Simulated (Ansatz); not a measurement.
2H WS₂ was calculated with PBE (Ansatz, a program for electronic structure, plane waves, PAW).

Numerical settings: plane-wave cutoff 520 eV, 12×12×4 k mesh (along the axes of the cell as run), Fermi–Dirac smearing 0.01 eV, no spin polarisation, scalar-relativistic PAW data made under PBE.

Response to compression and expansion:

Shape and atoms are relaxed at each volume.

| V (Å³/atom) | P (GPa) | direct gap at Γ (eV) | smallest gap on the k mesh (eV) | c (Å) |
|---|---|---|---|---|
| 20.962 | 0.11 | 2.628 | 1.566 | 14.301 |
| 21.399 | 0.04 | 2.663 | 1.600 | 14.594 |
| 21.836 | 0.00 | 2.695 | 1.630 | 14.888 |
| 22.272 | -0.03 | 2.723 | 1.658 | 15.183 |
| 22.709 | -0.05 | 2.747 | 1.682 | 15.479 |

The fundamental gap (1.63 eV at the equilibrium volume, with added k points) lies elsewhere than Γ–Γ.

Measured, for comparison: band gap 1.35 eV (room temperature, no zero-point or thermal correction, bulk 2H; as tabulated in Bastos et al. (2019), arXiv:1903.08112).

Note: the cell comes from a level without a dispersion term, which matters for the spacing of layers, chains or molecules.

Spin–orbit coupling is not included.
